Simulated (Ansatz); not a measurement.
Ansatz (a quantum-chemistry and plane-wave program) input (CCSD(T)/aug-cc-pVDZ):

Ansatz 0.2 input:
```yaml
crystal:
  periodic: [false, false, false]
  atoms:
    - {symbol: H, position_ang: [-0.00000000, -0.00000000, -0.37201156]}
    - {symbol: H, position_ang: [0.00000000, 0.00000000, 0.37201156]}
basis:
  gaussian:
    orbitals: aug-cc-pVDZ
magnetization: {spin_polarized: true, initial_magnetization: 2}
correlation: {method: ccsd_t, electrons: outside_noble_gas}
```

End of the output:

```
mean field evaluation 32: about -17.5334 eV, gradient 1.9e-1 eV
mean field -21.08941365 eV, -0.7750216567 hartree, gradient 1.1e-6 eV, S^2 2.000000; 1 other end points of the search recorded, 0 dependent functions left out
determinant -21.08941365 eV, -0.7750216567 hartree, with singles and doubles -21.21908528 eV, -0.7797870012 hartree
determinant -19.23858771 eV, -0.7070050578 hartree, with singles and doubles -19.27467891 eV, -0.7083313852 hartree
reference -21.08941365 eV, -0.7750216567 hartree; 2, 0 occupied and 16, 18 virtual orbitals, 166 factors
second order -0.09881495 eV of doubles, -0.00000000 eV of singles
coupled cluster: 0.04 GiB planned
cycle   1  -0.13520658 eV  change   -3.2e-2 eV  update   6.1e-3
cycle   2  -0.13815346 eV  change   -2.9e-3 eV  update   2.1e-3
cycle   3  -0.13823508 eV  change   -8.2e-5 eV  update   1.6e-4
cycle   4  -0.13823010 eV  change    5.0e-6 eV  update   1.2e-5
cycle   5  -0.13822890 eV  change    1.2e-6 eV  update   2.6e-6
cycle   6  -0.13822909 eV  change   -1.9e-7 eV  update   5.4e-7
perturbative correction 0.00000000 eV, 0.0000000000 hartree
Total energy: -21.22764274 eV, -0.7801014822 hartree
```

This state (charge 0, triplet) is run at the relaxed geometry of the species with charge 0 and multiplicity 1, and is a spin state other than that species' own.
